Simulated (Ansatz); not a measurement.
**C2H7NOS: up Jacob's ladder to CCSD(T)**

An exercise on one series of results from a longer session: the logs are not shown, and one member is left open.

Program: Ansatz 0.2.0, Gaussian basis. Level of theory: functionals in def2-TZVPP, the program's frozen cores in correlated methods. These are calculated values, not measurements.

Levels to be run: PBE-D4, r2SCAN-D4, PBE0-D4, B3LYP-D4, ωB97X-V, ωB97M-V, B2PLYP; CCSD(T)/def2-TZVPP; MP2/def2-QZVPP; extrapolation to the limit.

## The relaxed structure

An earlier PBE0-D4 in a triple-zeta def2 set relaxation fixed the geometry.

SMILES `CNC(O)S`, 12 atoms, charge 0, spin multiplicity 1.

Atoms are counted from 1 here; the program's logs count them from 0.

Bond lengths: C1–N2 1.450 Å, C1–H6 1.100 Å, C1–H7 1.091 Å, C1–H8 1.091 Å, N2–C3 1.432 Å, N2–H9 1.009 Å, C3–O4 1.390 Å, C3–S5 1.841 Å, C3–H10 1.097 Å, O4–H11 0.965 Å, S5–H12 1.344 Å. Angles: N2–C1–H6 113.6°, N2–C1–H7 109.4°, N2–C1–H8 109.5°, H6–C1–H7 108.5°, H6–C1–H8 107.9°, H7–C1–H8 107.7°, C1–N2–C3 114.2°, C1–N2–H9 112.7°, C3–N2–H9 111.4°, N2–C3–O4 110.5°, N2–C3–S5 110.5°, N2–C3–H10 113.6°, O4–C3–S5 108.9°, O4–C3–H10 105.7°, S5–C3–H10 107.5°, C3–O4–H11 105.8°, C3–S5–H12 96.1°.

The first run:

The input, in.yaml:

```yaml
crystal:
  periodic: [false, false, false]
  atoms:
    - {symbol: C, position_ang: [-0.921158, -0.551910, 1.155246]}
    - {symbol: N, position_ang: [0.334170, -0.122568, 0.569637]}
    - {symbol: C, position_ang: [0.258213, 0.175396, -0.829192]}
    - {symbol: O, position_ang: [0.368136, -0.988888, -1.581193]}
    - {symbol: S, position_ang: [1.606866, 1.329803, -1.315028]}
    - {symbol: H, position_ang: [-1.718680, 0.203689, 1.092254]}
    - {symbol: H, position_ang: [-0.763797, -0.802792, 2.205128]}
    - {symbol: H, position_ang: [-1.270111, -1.452357, 0.646966]}
    - {symbol: H, position_ang: [0.766247, 0.630509, 1.082973]}
    - {symbol: H, position_ang: [-0.692398, 0.634630, -1.129090]}
    - {symbol: H, position_ang: [1.029967, -1.529575, -1.132704]}
    - {symbol: H, position_ang: [1.079546, 2.419063, -0.731098]}
basis:
  gaussian: {orbitals: def2-TZVPP}
hamiltonian: {xc: pbe, dispersion: d4}
output: {forces: true, orbitals: {seedname: orbitals}}
```

On the command line:

```sh
ansatz run in.yaml --threads 4 --pin off --events-out ev --progress --plain --max-ram 10444MiB
```

Among the steps run: PBE-D4 (GGA); r2SCAN-D4 (meta-GGA); PBE0-D4 (hybrid); B3LYP-D4 (hybrid); ωB97X-V (range-separated); ωB97M-V (range-separated); B2PLYP (double hybrid); CCSD(T) in def2-TZVPP; MP2 in def2-QZVPP.

One of the session's tables, all rows but one given; the rest of the session is left out.

| method | atomisation energy (kJ/mol) |
| --- | --- |
| PBE-D4 | 4443.3 |
| r2SCAN-D4 | 4322.9 |
| PBE0-D4 | 4339.8 |
| B3LYP-D4 | 4324.4 |
| ωB97X-V | 4340.9 |
| ωB97M-V | ? |
| B2PLYP | 4268.8 |
| HF/def2-TZVPP | 2964.1 |
| MP2/def2-TZVPP | 4262.3 |
| CCSD/def2-TZVPP | 4122.7 |
| CCSD(T)/def2-TZVPP | 4196.4 |
| MP2/CBS | 4390.8 |
| CCSD(T)/CBS | 4324.8 |

**Question.** Estimate the row for ωB97M-V.

As computed: atomisation energy (kJ/mol): 4347.1. In the column «atomisation energy (kJ/mol)» it lies between ωB97X-V (4340.9) and MP2/CBS (4390.8).

Limits of these values: Free atoms (2 C, 1 N, 1 O, 1 S, 7 H) were run apart at each level; the atomisation energy is their sum less the molecule, without zero-point or spin-orbit terms.
